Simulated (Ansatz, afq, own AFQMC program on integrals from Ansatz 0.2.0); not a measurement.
# CH2O⁺, quartet: AFQMC among the cluster methods

```xyz
4

O     0.0000    0.0000    0.6438
C     0.0000    0.0000   -0.6606
H     0.0000   -0.9567   -1.1734
H     0.0000    0.9567   -1.1734
```

Connectivity, by distances: O–CH2.

Basis cc-pVDZ. Only valence electrons are correlated. Integrals, coupled cluster, full CI and functionals: Ansatz 0.2.0; the random walks run on the same integrals in our own AFQMC program. ph-AFQMC/CISD is guided by a CISD state made of CCSD amplitudes; releasing the constraint for a short imaginary time cuts its bias at the price of noise, slowly where states lie close. Error bars are statistical, one sigma.

Determinant: UHF, the one that the program's search chose, which needn't be the lowest solution. The geometry is a PBE0/def2-TZVP stationary point of this or a neighbouring charge and spin state.

No full CI on the walks' own integrals is used here; CCSDT(Q) serves as the reference and is uncertain by about the last step of the cluster series.

Cautions: lower spins were not checked.

- T1 diagnostic: 0.0310
- weight of the determinant in the CISD state: 0.900
- ⟨S²⟩ of the determinant: 3.768
- size of the correlated space: 11 electrons in 36 orbitals

```json
{"level": "MP2", "correlation energy (eV)": "-5.7193"}
{"level": "CCSD", "correlation energy (eV)": "-6.7386"}
{"level": "CCSD(T)", "correlation energy (eV)": "-6.8774"}
```

(1) Estimate where phaseless AFQMC with a CISD trial lies against CCSD(T) on the same integrals.

(1) 2.4 ± 0.2 kJ/mol below CCSD(T).

Reference: CCSDT(Q), correlation energy -6.909 eV. The released energy is read at 2.40 1/Eh (meV from the phaseless value at times in 1/Eh: -6 ± 3 at 0.24, -13 ± 3 at 0.51, -11 ± 3 at 0.99, -12 ± 3 at 1.62, -14 ± 4 at 2.40).

```tsv
level	E − E(reference) (kJ/mol)	share of correlation (%)
CCSD(T)	3.0	99.55
CCSDT	0.8	99.88
ph-AFQMC/CISD	0.6 ± 0.2	99.92
released AFQMC	-0.8 ± 0.4	100.12
```

A walk keeps the symmetry of its determinant, which the program's search chose and which needn't be the lowest solution, so a lower state of the same spin and another symmetry isn't excluded. Released energies are given only where the last usable release times agree within the noise; a slower fall can still hide under it.
